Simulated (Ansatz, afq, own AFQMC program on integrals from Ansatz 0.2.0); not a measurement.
AFQMC on a folder of integrals that Ansatz 0.2.0 wrote.

```yaml
crystal:
  periodic: [false, false, false]
  atoms:
    - {symbol: B, position_ang: [0.000000, 0.000000, 0.649311]}
    - {symbol: C, position_ang: [0.000000, 0.000000, -0.700735]}
    - {symbol: H, position_ang: [0.000000, 0.000000, 1.821771]}
    - {symbol: H, position_ang: [0.000000, 0.000000, -1.770347]}
basis:
  gaussian: {orbitals: cc-pVDZ}
magnetization: {spin_polarized: true, initial_magnetization: 1}
correlation: {method: ccsd_t, electrons: outside_noble_gas, hamiltonian_folder: ham}
```

```sh
$ ansatz run in.yaml --threads 1 --pin off --events-out ev --progress --plain --max-ram 1382MiB
```

afq runs on the folder ham with

```
--method phaseless --trial cisd --walkers 60 --populations 1 --least-time 40 --time-step 0.005 --steps-per-block 50 --equilibration-blocks 28 --max-blocks 300 --target-error 0.00036 --factor-cut 1e-05 --start spin_pure --seed 9613 --release-times 0.24,0.51,0.99,1.62,2.4 --release-step 0.03 --release-every 4 --taylor-order 6
```

Times are imaginary, in 1/Eh. The walk had a cap of 1011 s.

```
orbitals 36  electrons 5 4  factors 274 of 354
reference energy -63.60250990 Eh
CCSD correlation -0.20869629 Eh in 11 cycles, weight of the determinant in the CISD state 0.8940
energy of the start -63.810122 Eh
 block  time / (1/Eh)  mean weight  energy / Eh
     1     0.250  1.0012  -63.808665
     2     0.500  1.0005  -63.810065
     3     0.750  0.9994  -63.814662
     4     1.000  1.0006  -63.816161
     5     1.250  0.9996  -63.812943
     9     2.250  1.0019  -63.820826
    33     8.250  1.0017  -63.817797
    65    16.250  0.9990  -63.817397
    97    24.250  1.0003  -63.827765
   129    32.250  0.9981  -63.823302
   161    40.250  1.0014  -63.821882
   193    48.250  0.9994  -63.816902
   225    56.250  1.0017  -63.818426
   257    64.250  0.9999  -63.821867
   281    70.250  1.0016  -63.814838
   289    72.250  0.9994  -63.819912
   321    80.250  1.0020  -63.815088
blocks merged  error / Eh  count
     1  0.000351  300
     2  0.000453  150
     4  0.000569  75
     8  0.000604  37
    16  0.000701  18
    32  0.000666  9
released: time / (1/Eh)  energy / Eh  error  mean overlap
  0.24  -63.820306  0.000813  0.9937
  0.51  -63.819733  0.000499  1.0002
  0.99  -63.820234  0.000443  0.9916
  1.62  -63.819700  0.000428  0.9979
  2.40  -63.819569  0.000565  1.0159
energy -63.819736 +/- 0.000701 Eh
(rows thinned)
```

Problem. Estimate how long the walk took on 1 thread of Intel(R) Xeon(R) Platinum 8259CL CPU @ 2.50GHz (Skylake/Cascade Lake), on a shared host.

Solution. 7.7 min of wall time.

The run passed its tests (sampling time, drift between the halves within three errors, error under three times the target), which doesn't prove that it has relaxed.

Against this walk (error 19.1 meV) on the same determinant: CCSD(T) 43.6 meV higher, CCSDT(Q) 2.9 meV higher (within the noise). The error is statistical and leaves out the bias of the constraint. Released to 2.40 1/Eh the energy moves by 5 ± 25 meV (both errors), within twice the noise.

Cautions: constraint bias not in the error; error above the target (19.1 against 9.8 meV).

CCSDT and higher add their correlation energy to the determinant of the CCSD(T) run, since their own runs factorise the integrals more tightly (a shift of under 2 meV). A walk keeps the symmetry of its determinant, which the program's search chose and which needn't be the lowest solution, so a lower state of the same spin and another symmetry isn't excluded.
